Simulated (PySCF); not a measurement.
# CH2F2: calculation against experiment

**What was measured.**

From NIST CCCBDB Release 22 (SRD 101), experimental dipoles, for the gas: dipole moment (microwave Stark effect) 1.97 D.

The runs below try to reproduce these values; the comparison stands at the end.

Compound: CH2F2.
SMILES with atom numbers: `[F:1][CH2:2][F:3]` (hydrogens: H4, H5 on C2)

Geometry (GFN2-xTB, Å), atoms numbered from 1 in this order:
```
atom  x, y, z in Å
F1    -1.0618    0.7495   -0.0673
C2    -0.0007   -0.0729   -0.0014
F3     1.1126    0.6798    0.0213
H4    -0.0572   -0.6504    0.9316
H5     0.0157   -0.7031   -0.9013
```

The PySCF runs (gas phase, on this GFN2-xTB geometry; no spin–orbit coupling):

| level | job | basis functions | wall time |
| --- | --- | --- | --- |
| PBE0/pcSseg-1 | shieldings, charges and field gradients, density and orbital grids written | 61 | 3.9 s |

Hardware: one thread of an Intel Xeon at 2.30 GHz (shared host).

Results beside the measurements:

**Dipole moment.** Measured: 1.97 D (NIST CCCBDB Release 22 (SRD 101), experimental dipoles).

| level | computed (D) | computed − measured (D) | % (from the printed values) |
| --- | --- | --- | --- |
| PBE0/pcSseg-1 | 1.95 | -0.02 | -1 |

The computed dipoles belong to one fixed geometry; measured ones are averaged over vibrations unless marked μe. Magnitudes are compared, not signs.

The geometry is computed, not the measured one. Where a level misses, the cause wasn't examined.
